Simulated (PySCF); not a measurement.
## Polarisability of `CC(C)C1=C[PH2+]1`

Compound: C5H10P (charge +1).
Structure used (GFN2-xTB), in Å, numbered top down from 1:
```xyz
16
C5H10P angstrom
C     -1.2050   -1.1786   -0.3733
C     -0.6784   -0.0299    0.4911
C     -1.4559    1.2758    0.2641
C      0.7034    0.2593    0.1657
C      1.7684    0.8194   -0.2305
P      2.2063   -1.0567    0.1015
H     -1.1418   -0.9281   -1.4296
H     -0.6398   -2.0916   -0.1893
H     -2.2453   -1.3686   -0.1270
H     -0.7472   -0.3151    1.5471
H     -2.4927    1.1158    0.5468
H     -1.4237    1.5681   -0.7819
H     -1.0545    2.0833    0.8700
H      2.3402    1.6555   -0.5623
H      3.2962   -0.6557    0.8664
H      2.7623   -1.1440   -1.1704
```

Level: wB97X-D/def2-SVPD (PySCF), static field, nuclei fixed, core orbitals frozen in the response. The polarisability tensor in these axes (au):

```
x   95.25 -8.12 -2.44
y   -8.12 78.30 -0.36
z   -2.44 -0.36 60.06
```

**Question.** Give the principal values, the mean and the anisotropy Δα = √{½[(α1 − α2)² + (α2 − α3)² + (α1 − α3)²]}.

**Answer.** Principal values 59.84, 75.14 and 98.63 au; mean 77.87 au = 11.54 Å³ = 12.84 × 10⁻⁴⁰ C²·m²/J; Δα = 33.84 au (43 % of the mean).

**Question.** Rayleigh depolarisation ratio (linearly polarised light, static tensor)?

**Answer.** ρ = 3Δα²/(45ᾱ² + 4Δα²) = 3436.4/(272863 + 4581.9) = 0.0124.

**Question.** Give the principal axes and the span of the nuclei along them.

**Answer.** Largest value along (0.93, -0.37, -0.06), where the nuclei span 6.01 Å; middle along (0.36, 0.93, -0.08), 4.59 Å; least along (0.08, 0.06, 1.00), 3.03 Å. The response follows the extents in order.

**Question.** Traceless (Buckingham) quadrupole moment about the centre of nuclear charge: eigenvalues?

**Answer.** -11.83, -4.46, 16.30 D·Å. The values depend on the origin, since the species is charged. The electronic extent ⟨r²⟩ about the same centre is 845 bohr², a root-mean-square distance of 2.09 Å for the 54 electrons.

**Question.** Form Σ f/ω² (atomic units) for the 8 lowest TDDFT singlets, given as eV and f, and set it beside the mean polarisability, which is this sum over all singlets: 5.42, 0.0005; 6.52, 0.1747; 6.79, 0.0348; 6.95, 0.0111; 7.20, 0.0519; 7.24, 0.0478; 7.34, 0.0045; 7.43, 0.0517.

**Answer.** They add up to 5.95 au, 7.6 % of the 77.87 au; the largest single term is 3.04 au, from the state at 6.52 eV. Terms in order: 0.01, 3.04, 0.56, 0.17, 0.74, 0.67, 0.06, 0.69 au. Higher excitations give the rest. The strengths listed sum to 0.377.

The structure is a single GFN2-xTB conformer in the gas phase; no vibrational or solvent corrections.
